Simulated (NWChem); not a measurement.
Everything below was run with NWChem. System: CH₂O₂, charge 1, spin multiplicity 2, at the geometry of a parent with another charge or spin, in a state set for the comparison that need not be this species' ground state. Its SCF solution wasn't tested for a lower state. Level: UPBE0/def2-SVP.

The NWChem input:

```
start mol
memory heap 200 mb stack 900 mb global 1100 mb
charge 1
geometry units angstroms nocenter noautoz
  O      0.747088     0.832669     0.000000
  C      0.176815    -0.380089     0.000000
  O     -1.003952    -0.588672     0.000000
  H      0.027626     1.490420     0.000000
  H      0.966390    -1.161861     0.000000
  symmetry group Cs
end
basis spherical
  * library def2-svp
end
dft
  xc pbe0
  odft
  mult 2
  semidirect memsize 60000000 filesize 0
  iterations 100
end
task dft energy
```

Part of the output:

```
             Northwest Computational Chemistry Package (NWChem) 7.3.0
             --------------------------------------------------------

                                NWChem Input Module
                                -------------------

 Scaling coordinates for geometry "geometry" by  1.889725989
 (inverse scale =  0.529177249)

 Turning off AUTOSYM since
 SYMMETRY directive was detected!

                             Geometry "geometry" -> ""
                             -------------------------

 Output coordinates in angstroms (scale by  1.889725989 to convert to a.u.)

  No.       Tag          Charge          X              Y              Z
 ---- ---------------- ---------- -------------- -------------- --------------
    1 O                    8.0000     0.74708800     0.83266900     0.00000000
    2 C                    6.0000     0.17681500    -0.38008900     0.00000000
    3 O                    8.0000    -1.00395200    -0.58867200     0.00000000
    4 H                    1.0000     0.02762600     1.49042000     0.00000000
    5 H                    1.0000     0.96639000    -1.16186100     0.00000000

 Effective nuclear repulsion energy (a.u.)      70.2315508159

            Nuclear Dipole moment (a.u.)
            ----------------------------
        X                 Y               Z
 ---------------- ---------------- ----------------
    -0.0000113384     0.0000018897     0.0000000000

      Symmetry information
      --------------------

 Group name             Cs
 Group number              2
 Group order               2
 No. of unique centers     5

      Symmetry unique atoms

     1    2    3    4    5


 Summary of "ao basis" -> "" (spherical)
 ------------------------------------------------------------------------------
       Tag                 Description            Shells   Functions and Types
 ---------------- ------------------------------  ------  ---------------------
 *                          def2-svp                  on all atoms

                                 NWChem DFT Module
                                 -----------------

 Summary of "ao basis" -> "ao basis" (spherical)
 ------------------------------------------------------------------------------
       Tag                 Description            Shells   Functions and Types
 ---------------- ------------------------------  ------  ---------------------
 O                          def2-svp                 6       14   3s2p1d
 C                          def2-svp                 6       14   3s2p1d
 H                          def2-svp                 3        5   2s1p

 Summary of "ao basis" -> "ao basis" (spherical)
 ------------------------------------------------------------------------------
       Tag                 Description            Shells   Functions and Types
 ---------------- ------------------------------  ------  ---------------------
 O                          def2-svp                 6       14   3s2p1d
 C                          def2-svp                 6       14   3s2p1d
 H                          def2-svp                 3        5   2s1p

      Symmetry analysis of basis
      --------------------------

        a'         38
        a"         14

            General Information
            -------------------
          SCF calculation type: DFT
          Wavefunction type:  spin polarized.
          No. of atoms     :     5
          No. of electrons :    23
           Alpha electrons :    12
            Beta electrons :    11
[...]
                     DFT Final Beta Molecular Orbital Analysis
                     -----------------------------------------

 Vector    9  Occ=1.000000D+00  E=-8.102323D-01  Symmetry=a"
              MO Center= -2.8D-01, -2.4D-01,  6.4D-16, r^2= 1.3D+00
   Bfn.  Coefficient  Atom+Function         Bfn.  Coefficient  Atom+Function
  ----- ------------  ---------------      ----- ------------  ---------------
    34      0.447680  3 O  pz                20      0.384715  2 C  pz
     6      0.270246  1 O  pz                37      0.251382  3 O  pz
     9      0.158155  1 O  pz                23      0.149817  2 C  pz
    27      0.029376  2 C  d  1              41     -0.027306  3 O  d  1

 Vector   10  Occ=1.000000D+00  E=-7.299047D-01  Symmetry=a'
              MO Center=  6.2D-01,  4.7D-01, -5.7D-15, r^2= 1.5D+00
   Bfn.  Coefficient  Atom+Function         Bfn.  Coefficient  Atom+Function
  ----- ------------  ---------------      ----- ------------  ---------------
     4      0.497815  1 O  px                 7      0.279890  1 O  px
     3      0.269408  1 O  s                  2      0.238654  1 O  s
    32      0.232976  3 O  px                43     -0.230960  4 H  s
    18     -0.212834  2 C  px                48     -0.196946  5 H  s
    35      0.119847  3 O  px                16     -0.118070  2 C  s

 Vector   11  Occ=1.000000D+00  E=-6.795900D-01  Symmetry=a"
              MO Center=  1.9D-01,  3.8D-01,  6.6D-15, r^2= 1.6D+00
   Bfn.  Coefficient  Atom+Function         Bfn.  Coefficient  Atom+Function
  ----- ------------  ---------------      ----- ------------  ---------------
     6      0.551504  1 O  pz                34     -0.388079  3 O  pz
     9      0.378235  1 O  pz                37     -0.259995  3 O  pz
    27     -0.039131  2 C  d  1              25      0.033354  2 C  d -1
    23      0.026917  2 C  pz

 Vector   12  Occ=0.000000D+00  E=-5.210872D-01  Symmetry=a'
              MO Center= -5.6D-01, -4.6D-01, -3.8D-18, r^2= 1.5D+00
   Bfn.  Coefficient  Atom+Function         Bfn.  Coefficient  Atom+Function
  ----- ------------  ---------------      ----- ------------  ---------------
    33      0.567084  3 O  py                36      0.412061  3 O  py
    48      0.211944  5 H  s                  4      0.179362  1 O  px
     5      0.173879  1 O  py                 3     -0.138975  1 O  s
     7      0.131421  1 O  px                 8      0.122700  1 O  py
    32     -0.110165  3 O  px                49      0.110371  5 H  s

 Vector   13  Occ=0.000000D+00  E=-3.259796D-01  Symmetry=a"
              MO Center=  4.3D-02, -2.9D-01,  4.3D-18, r^2= 1.4D+00
   Bfn.  Coefficient  Atom+Function         Bfn.  Coefficient  Atom+Function
  ----- ------------  ---------------      ----- ------------  ---------------
    20      0.627686  2 C  pz                23      0.508865  2 C  pz
    34     -0.377145  3 O  pz                37     -0.362355  3 O  pz
     6     -0.298105  1 O  pz                 9     -0.280793  1 O  pz
    52      0.032291  5 H  pz

 Vector   14  Occ=0.000000D+00  E=-1.681958D-01  Symmetry=a'
              MO Center= -2.7D-02,  1.3D+00, -2.6D-16, r^2= 2.6D+00
   Bfn.  Coefficient  Atom+Function         Bfn.  Coefficient  Atom+Function
  ----- ------------  ---------------      ----- ------------  ---------------
    44      1.155588  4 H  s                  3     -0.805721  1 O  s
    17      0.490780  2 C  s                 49     -0.442956  5 H  s
     7      0.294253  1 O  px                43      0.276723  4 H  s
     4      0.238858  1 O  px                 2     -0.213895  1 O  s
     8     -0.183002  1 O  py                48     -0.157941  5 H  s

   alpha - beta orbital overlaps
   -----------------------------

   alpha      1      2      3      4      5      6      7      8      9     10
    beta      1      2      3      4      5      6      8      7      9     10
 overlap   1.000  1.000  1.000  0.979  0.980  0.994  0.840  0.903  0.995  0.899

   alpha     11     12     13     14     15     16     17     18     19     20
    beta     12     11     13     14     15     16     17     18     19     20
 overlap   0.846  0.995  0.999  0.997  0.997  0.996  0.992  0.999  1.000  0.967

   alpha     21     22     23     24     25     26     27     28     29     30
    beta     21     22     23     24     25     26     27     28     29     30
 overlap   0.975  0.981  0.995  1.000  0.986  0.986  0.979  0.930  0.951  0.999

   alpha     31     32     33     34     35     36     37     38     39     40
    beta     31     32     33     34     35     36     37     38     39     40
 overlap   0.993  0.993  0.999  1.000  0.943  0.943  0.998  0.997  1.000  0.999

   alpha     41     42     43     44     45     46     47     48     49     50
    beta     41     42     43     44     45     46     47     48     49     50
 overlap   0.993  0.984  0.998  0.987  0.990  0.990  0.997  1.000  0.998  0.999

   alpha     51     52
    beta     51     52
 overlap   0.999  0.999

     --------------------------
     Expectation value of S2:
     --------------------------
      <S2> =      0.7563 (Exact =     0.7500)

 center of mass
 --------------
 x =  -0.04045761 y =  -0.01344125 z =   0.00000000

 moments of inertia (a.u.)
 ------------------
          78.431883560875         -62.491702022535           0.000000000000
         -62.491702022535          94.079877218821           0.000000000000
           0.000000000000           0.000000000000         172.511760779697

     Multipole analysis of the density
     ---------------------------------

     L   x y z        total         alpha         beta         nuclear
     -   - - -        -----         -----         ----         -------
     0   0 0 0      1.000000    -12.000000    -11.000000     24.000000

     1   1 0 0      0.096959      0.675234     -0.578264     -0.000011
     1   0 1 0     -0.108462      0.413713     -0.522176      0.000002
     1   0 0 1      0.000000      0.000000      0.000000      0.000000

     2   2 0 0    -10.438006    -31.614620    -27.571039     48.747652
     2   1 1 0     -1.774270    -16.354780    -14.772691     29.353200
     2   1 0 1     -0.000000      0.000000     -0.000000      0.000000
     2   0 2 0     -6.139787    -27.143206    -24.552855     45.556274
     2   0 1 1     -0.000000     -0.000000     -0.000000      0.000000
     2   0 0 2    -11.057442     -5.665311     -5.392131      0.000000

 Task  times  cpu:        1.2s     wall:        1.2s

 Total times  cpu:        1.2s     wall:        1.2s
```
